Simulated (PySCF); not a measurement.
Static response to an electric field

Compound: vinyl acetate, C4H6O2.
Geometry (GFN2-xTB, Å), atoms numbered from 1 in this order:
```xyz
12
C4H6O2 angstrom
C     -2.2836    0.1720    1.0796
C     -1.3093   -0.4229    0.4182
O     -0.1370    0.2380    0.1335
C      0.8259   -0.4164   -0.5486
C      2.0169    0.4782   -0.7522
O      0.7260   -1.5502   -0.9289
H     -2.1925    1.1894    1.4163
H     -3.1950   -0.3509    1.2980
H     -1.3496   -1.4429    0.0571
H      2.3994    0.7976    0.2143
H      2.7866   -0.0566   -1.2996
H      1.7136    1.3642   -1.3046
```

Level: CAM-B3LYP/def2-SVPD (PySCF), static field, nuclei fixed, core orbitals frozen in the response. The polarisability tensor in these axes (au):

```
x    70.59  -2.57 -14.71
y    -2.57  53.81   6.25
z   -14.71   6.25  49.21
```

What are the eigenvalues, a third of the trace, and Δα (Δα² = ½Σ(αi − αj)² over the three pairs)?

Principal values 40.21, 54.26 and 79.14 au; mean 57.87 au = 8.58 Å³ = 9.54 × 10⁻⁴⁰ C²·m²/J; Δα = 34.15 au (59 % of the mean).

What is the dipole moment, and where does it point?

(0.19, 1.84, 0.61) D, 1.94 D in size, pointing from the negative to the positive side. Measured along this direction, the outermost atoms are O6 at the negative end and H7 at the positive end.

How large is μ²/3kT at 250 K beside α?

In Gaussian units μ²/3kT = 36.52 Å³ against 8.58 Å³, a ratio of 4.26; the Debye molar polarisation (4π/3)N_A(α + μ²/3kT) is 113.8 cm³/mol, leaving out the vibrational part.

Find the Langevin capture rate constant for H3O+ (19.018 u) meeting this molecule (86.037 u), k = 2.342 × 10⁻⁹ cm³/s × √(α in Å³ / reduced mass in u).

The reduced mass is 15.58 u, so k = 1.74 × 10⁻⁹ cm³/s. The formula leaves out the permanent dipole, which adds to the capture rate.

What would n − 1 = 2πNα be for an ideal gas of these molecules at 350 K and 1 atm, electronic part alone?

N = p/kT = 2.0968 × 10¹⁹ cm⁻³, so n − 1 = 2π × N × 8.58 × 10⁻²⁴ cm³ = 1130 × 10⁻⁶ at long wavelengths, for an ideal gas.

Give the eigenvalues of the traceless quadrupole moment Θ = ½Σq(3rr − r²1), origin at the centre of nuclear charge.

-7.67, -1.69, 9.36 D·Å. The values depend on the origin, since the dipole doesn't vanish. The electronic extent ⟨r²⟩ about the same centre is 657 bohr², a root-mean-square distance of 2.00 Å for the 46 electrons.

What depolarisation ratio follows for Rayleigh scattering of linearly polarised light, taking the static tensor?

ρ = 3Δα²/(45ᾱ² + 4Δα²) = 3498.0/(150708 + 4664.0) = 0.0225.

The structure is a single GFN2-xTB conformer in the gas phase; no vibrational or solvent corrections. GFN2-xTB frequencies show an imaginary mode (24i cm⁻¹), so this geometry is no minimum at that level.
